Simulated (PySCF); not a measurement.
## Vibration and rotation of AlO

LDA constants of AlO, ²Σ⁺ (doublet), unpaired electrons σ ↑ (basis Al def2-TZVPP, O def2-TZVPP; no relativity; PySCF 2.14; masses 26.9815 and 15.9949 u):

- ωe: 1001.4 cm⁻¹
- ωexe: 5.98 cm⁻¹
- Be: 0.64496 cm⁻¹
- αe: 0.00525 cm⁻¹
- D (centrifugal): 1.07e-06 cm⁻¹
- De to Al + O: 6.64 eV

Q: Give the vibrational terms G(v) and spacings up to v = 6.

A: G(v) = ωe(v+½) − ωexe(v+½)².

```csv
v,G(v) (cm⁻¹),G(v) − G(v−1),Bv (cm⁻¹)
0,499.2,,0.6423
1,1488.6,989.4,0.6371
2,2466.1,977.5,0.6318
3,3431.6,965.5,0.6266
4,4385.2,953.6,0.6213
5,5326.8,941.6,0.6161
6,6256.4,929.6,0.6108
```

Q: How well does the Morse estimate ωe²/(4ωexe) reproduce De, and what is D0?

A: It gives 5.20 eV, 78 % of the computed De. D0 = De − G(0) = 6.64 − 0.06 = 6.58 eV.

The state was picked by a PBE0 search and need not be the measured ground state.
